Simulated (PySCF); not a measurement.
Process, species as SMILES: N#N (N2) + 3 [H][H] (H2) → 2 N (NH3)
B3LYP-D3(BJ)/def2-TZVP geometries, fixed; electronic energies without zero-point terms.
Largest species:
```
N
H 1 1.0136
H 1 1.0136 2 107.33
H 1 1.0136 2 107.33 3 -115.09
```

How fast the energy of full hydrogenation converges with the basis for several methods (PySCF): deviation from each method's own reference, in kcal/mol. References: HF -34.43 kcal/mol, the value in aug-pcseg-3; PBE -46.75 kcal/mol, the value in aug-pcseg-3; PBE0 -51.49 kcal/mol, the value in aug-pcseg-3. All functions are spherical. Density fitting with generated auxiliary sets. No added dispersion term, no relativity. 

```tsv
basis	functions	HF	PBE	PBE0
pcseg-1	29	0.66	7.64	5.59
6-31G**	29	0.77	7.28	5.03
def2-SVP	29	-1.76	6.58	4.20
cc-pVDZ	29	3.05	9.07	7.38
def2-SVPD	44	-10.24	-9.78	-9.22
jun-cc-pV(T+d)Z	81	-0.46	-0.21	-0.27
aug-cc-pVQZ	218	0.12	-0.16	-0.08
cc-pV5Z	256	0.22	0.17	0.13
```
